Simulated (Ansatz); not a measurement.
## Ansatz (development build ahead of 0.2.0) run

```yaml
crystal:
  periodic: [false, false, false]
  atoms:
    - { symbol: C, position_ang: [-0.01026, -0.02868, 0.01732] }
    - { symbol: H, position_ang: [1.09605, -0.01274, -0.00276] }
    - { symbol: H, position_ang: [-0.52365, 0.96555, -0.01198] }
    - { symbol: H, position_ang: [-0.56214, -0.92413, -0.00258] }
basis:
  gaussian: { orbitals: cc-pVDZ }
magnetization:
  spin_polarized: true
  initial_magnetization: 1
hamiltonian:
  xc: hf
correlation:
  method: mp2
  frozen_orbitals: { C: 1, H: 0 }
```

The input is written out in the form of the current development build from the run's settings.

Results

* Converged: yes
* Reference energy: -39.56155 hartree
* Correlation energy: -0.12706 hartree
* Total energy: -39.68861 hartree
* Spin squared of the determinant: 0.762
